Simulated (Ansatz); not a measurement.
## H₂Ge–BH₂, doublet: vertical spin and charge gaps

Geometry (PBE0/def2-TZVP stationary point for this spin, not checked as a minimum):

```tsv
atom	x (Å)	y (Å)	z (Å)
Ge	0.0000	0.0000	0.2823
B	0.0000	0.0000	-1.6912
H	0.0000	1.2553	1.1670
H	0.0000	-1.2553	1.1670
H	0.0000	1.0424	-2.2706
H	0.0000	-1.0424	-2.2706
```

Basis cc-pVDZ; Ansatz 0.2.0. Correlated methods freeze the noble-gas cores and the filled d shells of p-block atoms. R marks a restricted (for open shells ROHF) determinant, U an unrestricted one. No spin–orbit coupling is included, and no scalar relativity.

Gaps are energies of the second state less the first, at fixed atoms, for a selection of the levels run; each method lands on the state that its own search finds for that charge and spin.

For open shells CISD is restricted-active-space CI with the open shells as a complete middle space.

Removing an electron, to the triplet: 10.850 eV at UCCSDT(Q).

```tsv
level	gap (eV)	error (meV)
UHF	10.313	-537
UMP2	10.903	53
CISD	10.780	-70
UCCSD	10.856	6
UCCSD(T)	10.860	10
BCCD(T)	10.863	13
UCCSDT	10.850	0
PBE	10.701	-149
BLYP	10.614	-236
r2SCAN	10.841	-9
PBE0	10.898	48
B3LYP	10.943	93
wB97M-V	11.003	153
B2PLYP	10.928	78
RPA-PBE	10.854	4
```

**Question.** PBE gives 8.505 eV for removing an electron, to the singlet. Estimate what UCCSDT(Q) gives in cc-pVDZ.

**Answer.** UCCSDT(Q) in cc-pVDZ gives 8.153 eV, so against it PBE is off by 0.352 eV, of which a good part can be the reference's own basis and frozen-core error.

| level | gap (eV) | error (meV) |
| --- | --- | --- |
| UHF | 7.576 | -577 |
| UMP2 | 8.090 | -63 |
| CISD | 8.010 | -143 |
| UCCSD | 8.100 | -53 |
| UCCSD(T) | 8.144 | -9 |
| BCCD(T) | 8.142 | -11 |
| UCCSDT | 8.151 | -2 |
| BLYP | 8.301 | 148 |
| r2SCAN | 8.617 | 464 |
| PBE0 | 8.451 | 298 |
| B3LYP | 8.420 | 267 |
| wB97M-V | 8.250 | 97 |
| B2PLYP | 8.240 | 87 |
| RPA-PBE | 8.323 | 170 |

**Question.** PBE gives 4.970 eV for quartet less doublet. Estimate what UCCSDT(Q) gives in cc-pVDZ.

**Answer.** UCCSDT(Q) in cc-pVDZ gives 5.249 eV, so against it PBE is off by -0.279 eV, of which a good part can be the reference's own basis and frozen-core error.

| level | gap (eV) | error (meV) |
| --- | --- | --- |
| UHF | 5.051 | -198 |
| UMP2 | 5.302 | 53 |
| CISD | 5.228 | -21 |
| UCCSD(T) | 5.252 | 3 |
| revPBE | 4.958 | -291 |
| r2SCAN | 4.941 | -308 |
| B3LYP | 5.257 | 8 |
| wB97M-V | 5.333 | 84 |
| B2PLYP | 5.342 | 93 |
| RPA-PBE | 5.215 | -34 |

In so small a basis the reference is far from its limit while semilocal and hybrid functionals are nearer theirs (RPA and double hybrids share part of the reference's basis error), so the functionals' errors here hold much of the reference's basis and frozen-core error, which can add to them or hide them.

Full CI isn't at hand for all of this; UCCSDT(Q) serves as the reference, and is uncertain by the last step of the cluster series or more. The frozen core follows each run's orbitals, which can shift R against U totals by a few meV for light atoms and by up to 0.1 eV past Ca.
